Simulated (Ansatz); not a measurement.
The input, for Ansatz 0.2.0:

```yaml
crystal:
  periodic: [false, false, false]
  atoms:
    - {symbol: Be, position_ang: [0.000000, 0.000000, 0.546838]}
    - {symbol: Be, position_ang: [0.000000, 0.000000, -2.442162]}
    - {symbol: H, position_ang: [0.000000, 0.000000, 1.895324]}
basis:
  gaussian: {orbitals: cc-pVDZ}
magnetization: {spin_polarized: false, initial_magnetization: 1}
correlation: {method: fic_mrcisd_q, electrons: outside_noble_gas, active_space: {window: {electrons: 3, orbitals: 3}}}
```

```sh
$ ansatz run in.yaml --threads 1 --pin off --events-out ev --progress --plain --max-ram 2393MiB
```

(1) Roughly how long does this take on 1 thread of Intel Xeon, shared host, and how much host memory?

```
304 factors; integrals over basis functions are off by at most 1.0e-3 eV
mean field evaluation 1: about -807.9970 eV, gradient 5.7e0 eV
mean field evaluation 2: about -808.0284 eV, gradient 5.9e0 eV
mean field evaluation 4: about -808.7494 eV, gradient 4.0e-1 eV
mean field evaluation 8: about -808.7511 eV, gradient 1.1e-1 eV
mean field evaluation 16: about -808.7602 eV, gradient 1.5e-1 eV
mean field evaluation 32: about -806.2717 eV, gradient 7.9e0 eV
mean field -808.81139728 eV, -29.7232706180 hartree, gradient 3.2e-6 eV, S^2 0.750000; 2 other end points of the search recorded, 0 dependent functions left out
reference -808.81139728 eV, -29.7232706180 hartree; 5, 4 occupied and 28, 29 virtual orbitals, 304 factors
state -809.48472409 eV, -29.7480149219 hartree
contracted CI cycle   1: correlation 0.00000000 eV, 0.0000000000 hartree, residual 8.18e0 eV
contracted CI cycle   2: correlation -1.59625363 eV, -0.0586612391 hartree, residual 1.88e0 eV
contracted CI cycle   3: correlation -1.71557516 eV, -0.0630462243 hartree, residual 7.83e-1 eV
contracted CI cycle   4: correlation -1.73771409 eV, -0.0638598150 hartree, residual 2.72e-1 eV
contracted CI cycle   5: correlation -1.73984794 eV, -0.0639382324 hartree, residual 9.31e-2 eV
contracted CI cycle   6: correlation -1.74013421 eV, -0.0639487527 hartree, residual 4.11e-2 eV
contracted CI cycle   7: correlation -1.74018698 eV, -0.0639506919 hartree, residual 1.72e-2 eV
contracted CI cycle   8: correlation -1.74019697 eV, -0.0639510592 hartree, residual 6.78e-3 eV
contracted CI cycle   9: correlation -1.74019829 eV, -0.0639511078 hartree, residual 2.42e-3 eV
contracted CI cycle  10: correlation -1.74019846 eV, -0.0639511139 hartree, residual 8.42e-4 eV
state -809.48472409 eV, -29.7480149219 hartree; corrected -811.35682003 eV, -29.8168131788 hartree
Total energy: -811.35682003 eV, -29.8168131788 hartree
```

For the same geometry and basis full CI lies 11.0 meV lower.

Results:

(1) 2.2 s wall and 0.09 GiB.
